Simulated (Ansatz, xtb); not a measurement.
# Ranking isomers of C3H6O2S

3 gas-phase structures of C3H6O2S, from a drawn sample of its isomers (lower ones may exist). Each was relaxed with GFN2-xTB; where two conformers were screened, the lower at r2SCAN-D4/def2-SVP is listed:

A. `O=[S@@]1CCCO1`, a singlet
B. `CSCC(=O)O`, a singlet
C. `CSCOC=O`, a singlet

Task: Which do you expect lowest at r2SCAN-D4/def2-SVP, and how would the others follow?

Result: Calculated order at r2SCAN-D4/def2-SVP: B (0.0), C (58.7), A (194.9) kJ/mol.

Energies above the lowest of each column, in kJ/mol; the last columns are at B3LYP/def2-SVP geometries and were run for some of them only (a dash: not run or not comparable):

| structure | GFN2-xTB | HF/STO-3G | r2SCAN-D4/def2-SVP | B3LYP/def2-SVP | CCSD(T)/def2-SVP + ΔMP2/def2-TZVPP |
| --- | --- | --- | --- | --- | --- |
| B | 5.7 | 0.0 | 0.0 | 0.0 | 0.0 |
| C | 41.9 | 10.1 | 58.7 | 51.9 | 58.2 |
| A | 0.0 | 419.7 | 194.9 | – | – |

CCSD(T)/def2-SVP + ΔMP2/def2-TZVPP puts B lowest of those it was run on; GFN2-xTB picks A. Some further structures that were screened fall inside this span and aren't listed. Flexible structures stand in one conformer each, not always the lowest. Frequencies (GFN2-xTB) were run for B, C alone. ΔMP2 is the change of the MP2 energy from the smaller to the larger basis.

Programs: Ansatz 0.2.0, xtb 6.7.1.
